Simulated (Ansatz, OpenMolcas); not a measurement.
**A ladder of methods for CHP (methylidynephosphane)**

The species is CHP (3 atoms), meant as a singlet with charge 0. SMILES: `C#P`. The coordinates come from a GFN2-xTB relaxation.

| atom | x (Å) | y (Å) | z (Å) |
| --- | --- | --- | --- |
| C | -0.1371 | 0.0598 | -0.0664 |
| P | 1.1492 | -0.5127 | 0.5742 |
| H | -1.0121 | 0.4528 | -0.5078 |

Quantity: the energy change with the C1–P2 bond stretched from 1.547 to 3.867 Å, in eV. The values are calculated.

| level | kind | program | value (eV) | less FCI/STO-3G | CPU time (all runs) |
| --- | --- | --- | --- | --- | --- |
| SVWN5/STO-3G (restricted) | LDA | Ansatz | 13.42 | +5.68 | 2.4 s |
| BHLYP/STO-3G (restricted) | global hybrid | Ansatz | 13.40 | +5.66 | 7 s |
| PBE0/STO-3G (restricted) | global hybrid | Ansatz | 13.48 | +5.74 | 7.3 s |
| r2SCAN0/STO-3G (restricted) | hybrid meta-GGA | Ansatz | 13.63 | +5.89 | 14 s |
| CAM-B3LYP/STO-3G (restricted) | range-separated hybrid | Ansatz | 13.73 | +5.99 | 5.5 s |
| MP2/STO-3G (unrestricted) | perturbation theory | Ansatz | 7.81 | +0.07 | 0.48 s |
| CASPT2(4,4)/STO-3G | multireference | OpenMolcas | 10.44 | +2.70 | 3.3 s |
| CASSCF(4,4)/STO-3G | multireference | OpenMolcas | 9.66 | +1.92 | 3.3 s |
| FCI/STO-3G | exact in the basis | OpenMolcas | 7.74 | 0.00 | 6.1 s |

FCI/STO-3G is exact within its basis and frozen core, so for wave-function methods in that basis the difference is their error; functionals converge differently with the basis, so for them it is only a difference. The first shape isn't each level's own minimum. The values span 7.74 to 13.73 eV. Spin contamination of the reference (⟨S²⟩ at least 0.1 too high) touches MP2/STO-3G. All rows use very small basis sets, so none should be taken for the real molecule's value. In so small a basis fixed costs decide the times, and correlated methods can beat functionals. Times are those of the runs behind each value, whatever else they computed, on shared processors of several kinds: orders of magnitude only.
